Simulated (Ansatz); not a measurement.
System: fcc Rh. Method: LDA (PAW; Ansatz, a program for electronic structure).

A relaxed, unreconstructed slab of the (100) face has 8 atoms, two equal faces of 7.050 Å² each and an energy of -50226.5159 eV. A bulk cell of 2 atoms with the same orientation and in-plane k mesh has -12557.2999 eV. Energies are extrapolated to zero smearing.

Run with plane-wave cutoff 500 eV, 20×20×1 k mesh (along the axes of the cell as run), Fermi–Dirac smearing 0.1 eV, scalar-relativistic PAW data made under PBE.

Worked out: γ = (E_slab − N E_bulk per atom)/2A = [-50226.5159 − 8 × (-12557.2999/2)]/(2 × 7.050) = 0.1903 eV/Å². With 16.022 J/m² per eV/Å² this is 3.05 J/m², or 1.34 eV per surface cell and face.
